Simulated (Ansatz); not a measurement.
```yaml
crystal:
  periodic: [false, false, false]
  atoms:
    - {symbol: C, position_ang: [-0.708510, 0.003163, 0.008451]}
    - {symbol: C, position_ang: [0.708510, -0.003163, -0.008451]}
    - {symbol: H, position_ang: [-1.270523, 0.662414, 0.653742]}
    - {symbol: H, position_ang: [-1.291617, -0.650976, -0.623182]}
    - {symbol: H, position_ang: [1.276088, 0.632817, -0.671968]}
    - {symbol: H, position_ang: [1.286052, -0.644255, 0.641409]}
basis:
  gaussian: {orbitals: def2-TZVP}
magnetization: {spin_polarized: true, initial_magnetization: 2}
hamiltonian: {xc: pbe0}
relax: {f_tol: 0.004, max_steps: 80}
```

```sh
$ ansatz run in.yaml --threads 1 --pin off --events-out ev --progress --plain --max-ram 2176MiB
```

Steps of the relaxation (energy above the last step; positions in Å, forces in eV/Å):

```
6
step 1, 14.1 meV
C    -0.709    0.003    0.008   -0.606    0.003    0.007
C     0.709   -0.003   -0.008    0.606   -0.003   -0.007
H    -1.271    0.662    0.654   -0.137    0.167    0.163
H    -1.292   -0.651   -0.623   -0.142   -0.165   -0.160
H     1.276    0.633   -0.672    0.138    0.161   -0.168
H     1.286   -0.644    0.641    0.141   -0.162    0.164
```

```
6
step 2, 1.8 meV
C    -0.716    0.003    0.009   -0.281    0.001    0.003
C     0.716   -0.003   -0.009    0.281   -0.001   -0.003
H    -1.280    0.666    0.657   -0.013    0.044    0.043
H    -1.301   -0.655   -0.627   -0.015   -0.043   -0.042
H     1.286    0.636   -0.676    0.014    0.042   -0.044
H     1.296   -0.648    0.645    0.014   -0.042    0.043
```

```
6
step 3, 0.5 meV
C    -0.722    0.003    0.009    0.139   -0.001   -0.002
C     0.722   -0.003   -0.009   -0.139    0.001    0.002
H    -1.277    0.670    0.661   -0.050    0.013    0.013
H    -1.299   -0.658   -0.630   -0.050   -0.012   -0.012
H     1.283    0.640   -0.679    0.050    0.012   -0.013
H     1.293   -0.651    0.649    0.050   -0.012    0.012
```

```
6
step 5, 0.0 meV
C    -0.721    0.003    0.009    0.000    0.000    0.000
C     0.721   -0.003   -0.009    0.000    0.000    0.000
H    -1.281    0.669    0.660    0.000    0.000    0.000
H    -1.303   -0.657   -0.629    0.000    0.000    0.000
H     1.287    0.639   -0.678    0.000    0.000    0.000
H     1.297   -0.650    0.647    0.000    0.000    0.000
```

Close pairs at the end: C2–H5 1.087 Å, C1–H3 1.087 Å, C1–H4 1.087 Å, C2–H6 1.087 Å, C1–C2 1.441 Å.

A stationary point of unrestricted PBE0 after 5 steps, with ⟨S²⟩ = 2.006 against 2.00 for a pure state; no frequencies were run, so it isn't proven a minimum. 6 s on 1 thread of Intel Xeon 6975P-C, shared host.
